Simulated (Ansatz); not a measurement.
# BS+ (triplet): wB97X-V, wB97M-V, B2PLYP, RPA-PBE over a scan of the distance B1–S2, cc-pVTZ

Aim: run BS+ (triplet) with these functionals over a scan of the distance B1–S2, and hold them against the top wave-function level at the same points.

Method: cc-pVTZ, all electrons in the functionals, frozen cores in the correlation of double hybrids and RPA; program: Ansatz 0.2.0, Gaussian basis.

To be run: wB97X-V, wB97M-V, B2PLYP, RPA-PBE, at 1.509 Å; 1.703 Å; 1.873 Å; 2.338 Å; 3.154 Å; 4.616 Å.

13 further runs of the same task are left out: 1 for a mislabelled method, 10 that didn't finish, 2 set aside as unsound or not needed.

## Step 1: The geometry

The geometry derives from a PBE0/def2-TZVP stationary point (not a proven minimum). One bond is set to the value named and the two fragments are kept rigid.

2 atoms, charge 1, spin multiplicity 3.

Atoms are counted from 1 here; the program's logs count them from 0.

Bond lengths: B1–S2 1.703 Å.

No dispersion term is added; wB97X-V, wB97M-V hold VV10 nonlocal correlation.

The geometry shown and the zero of energy belong to the point 1.703 Å. The yardstick, UCCSDT(Q), and other wave-function levels (R restricted, U unrestricted, valence and pair active spaces) come from earlier runs.

## Step 2: wB97X-V, 1.509 Å

File in.yaml:

```yaml
crystal:
  periodic: [false, false, false]
  atoms:
    - {symbol: B, position_ang: [0.000000, 0.000000, 0.000000]}
    - {symbol: S, position_ang: [0.000000, 0.000000, 1.509000]}
basis:
  gaussian: {orbitals: cc-pVTZ}
total_charge: 1
magnetization: {spin_polarized: true, initial_magnetization: 2}
hamiltonian: {xc: {name: wB97X-V}}
```

On the command line:

```sh
> ansatz run in.yaml --threads 1 --pin off --events-out ev --progress --plain --max-ram 2393MiB
```

After this run come: wB97X-V, 1.703 Å; wB97X-V, 1.873 Å; wB97X-V, 2.338 Å; wB97X-V, 3.154 Å; wB97X-V, 4.616 Å; wB97M-V, 1.509 Å; wB97M-V, 1.703 Å; wB97M-V, 1.873 Å; wB97M-V, 2.338 Å; wB97M-V, 3.154 Å; wB97M-V, 4.616 Å; B2PLYP, 1.509 Å; B2PLYP, 1.703 Å; B2PLYP, 1.873 Å; B2PLYP, 2.338 Å; B2PLYP, 3.154 Å; B2PLYP, 4.616 Å; RPA-PBE, 1.509 Å; RPA-PBE, 1.703 Å; RPA-PBE, 1.873 Å; RPA-PBE, 2.338 Å; RPA-PBE, 3.154 Å; RPA-PBE, 4.616 Å.

Q: Predict the results of all the runs planned. Wanted: span of the UCCSDT(Q) curve; largest miss, wB97X-V; largest miss, wB97M-V; largest miss, B2PLYP; largest miss, RPA-PBE.

As calculated:

| quantity | value |
| --- | --- |
| span of the UCCSDT(Q) curve | 57.3 kcal/mol |
| largest miss, wB97X-V | +9.8 kcal/mol (4.616 Å) |
| largest miss, wB97M-V | +5.8 kcal/mol (4.616 Å) |
| largest miss, B2PLYP | +8.4 kcal/mol (4.616 Å) |
| largest miss, RPA-PBE | -16.5 kcal/mol (4.616 Å) |

**Reading.** Of the functionals, wB97M-V keep the smallest largest miss at the points compared (at most 5.8 kcal/mol) and RPA-PBE strays most (16.5 kcal/mol, at 4.616 Å). RPA-PBE clearly breaks the spin symmetry at some points (⟨S²⟩ up to 0.31 above the pure value), so energy there is bought with a mixed spin. Functionals and the yardstick converge differently with the basis, so part of each miss in cc-pVTZ is the basis.
